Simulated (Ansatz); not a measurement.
```xyz
6

C    -1.346    0.742    1.004
C    -0.459    0.252    0.342
Al    0.939   -0.518   -0.700
H    -2.128    1.174    1.587
H     2.374    0.140   -0.652
H     0.620   -1.790   -1.580
```

Charge 0, multiplicity 1.

(1) List the r2SCAN/def2-TZVPP orbital energies in eV (Ansatz). (Best estimate.)

Answers

(1) Ansatz gave: Occupied: -1517.29, -273.34, -272.73, -110.80, -71.17, -70.90, -70.88, -19.40, -14.08, -11.33, -8.76, -7.95, -7.47, -7.11. Lowest empty: -2.35, -0.48, 0.55, 0.82, 1.12, 2.72, 3.10, 3.39.
